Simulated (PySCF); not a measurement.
Compound: ethynylalumane, C₂H₃Al.
Atom-mapped SMILES: `[CH:1]#[C:2][AlH2:3]` (hydrogens: H4 on C1; H5, H6 on Al3)

Method: PBE0-D3(BJ)/def2-SVP geometry optimisation, gas phase in PySCF 2.14.0; density fitting, grid level 1; the optimiser is geomeTRIC in internal coordinates, started from a GFN2-xTB structure with every atom displaced at random (about 0.01 Å).

Step 0: E = -8707.9598 eV
```
atom  x, y, z in Å  |  force x, y, z in eV/Å
C1      1.8917   -0.1988   -0.1288   -2.362   0.371   0.121
C2      0.6603   -0.0586   -0.0477    1.166  -0.205  -0.069
Al3    -1.2852    0.1180    0.0830    1.002   0.006  -0.035
H4      2.9521   -0.2743   -0.2120    0.429  -0.091  -0.010
H5     -2.2187   -1.1069   -0.0009   -0.211  -0.637  -0.067
H6     -1.9761    1.4906    0.2882   -0.024   0.557   0.060
```

Step 1: E = -8708.0242 eV
```
atom  x, y, z in Å  |  force x, y, z in eV/Å
C1      1.8418   -0.1559   -0.1288    0.315  -0.179   0.006
C2      0.6263   -0.1895   -0.0212   -0.306   0.255  -0.012
Al3    -1.2716    0.0818    0.0883    0.037  -0.051   0.005
H4      2.9180   -0.1751   -0.2156   -0.130   0.029   0.003
H5     -2.2633   -1.1475   -0.0154    0.026  -0.042  -0.002
H6     -1.8271    1.5563    0.2744    0.058  -0.011   0.000
```

**Question.** Estimate the geometry and energy of step 2. (The exact step hangs on the optimiser's Hessian estimate; all steps are aligned on step 1, rigid shifts and turns removed.)

**Answer.** E = -8708.0295 eV, largest force 0.235 eV/Å
```
atom  x, y, z in Å  |  force x, y, z in eV/Å
C1      1.8375   -0.1592   -0.1285   -0.054  -0.156   0.031
C2      0.6191   -0.1700   -0.0252    0.072   0.219  -0.043
Al3    -1.2721    0.0906    0.0839   -0.059  -0.084   0.031
H4      2.9100   -0.1914   -0.2130    0.011   0.021  -0.005
H5     -2.2391   -1.1601   -0.0144    0.005  -0.006  -0.007
H6     -1.8313    1.5602    0.2789    0.025   0.006  -0.006
```

The energy changes by -0.0054 eV. The first-order estimate −F·Δx gives -0.0074 eV and the mean of the old and new forces, exact on a quadratic surface, -0.0054 eV. The step makes an angle of 71° with the force vector and moves no atom by more than 0.027 Å.

What follows is the cost of the whole optimisation. On an Arm Neoverse N1 with one thread, shared host with 64 logical CPUs at a one-minute load of 61, this took 13 s wall and 0.29 GiB of memory at its peak.
